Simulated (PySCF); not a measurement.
C₃H₂Cl₂.
SMILES with atom numbers: `[CH:1]#[C:2][CH:3]([Cl:4])[Cl:5]` (hydrogens: H6 on C1; H7 on C3)

Method used: MP2 and CCSD/aug-cc-pVDZ in PySCF, restricted Hartree–Fock reference, 13 core orbitals frozen, non-relativistic, gas phase, PBE0-D3(BJ)/def2-SVP geometry.

E(HF) = -1033.70636 Eh.

(1) How large is the problem?

(2) What are the MP2 and CCSD correlation energies?

(3) What is the T1 diagnostic?

(4) How does correlation change the dipole moment?

Answers

(1) 141 basis functions and 54 electrons; 13 orbitals frozen, which leaves o = 14 correlated occupied and v = 114 virtual orbitals. That is o·v = 1596 singles and o·v(o·v + 1)/2 = 1274406 distinct closed-shell doubles amplitudes before symmetry; the costliest CCSD step grows as o²v⁴ = 3.3 × 10^10.

(2) MP2 -0.6971 Eh and CCSD -0.7332 Eh, which gives totals of -1034.40345 and -1034.43960 Eh. That is 0.713 eV for each correlated electron at CCSD (1925 kJ/mol in all, 0.071 % of the total energy); MP2 gives 95.1 % of the CCSD value.

(3) 0.0109, below the customary warning level of 0.02. It is the norm of the spatial-orbital singles amplitudes over the root of the number of correlated electrons, so the norm is 0.058.

(4) HF gives 1.93 D and CCSD (unrelaxed density) 1.76 D, a change of -0.17 D.

No triples correction and no basis-set extrapolation were made.

The job also held the EOM ionisation roots. The run took 2.4 min wall on Arm Neoverse V2, one thread, no GPU (shared host), and the process peaked at 2.5 GiB of memory.
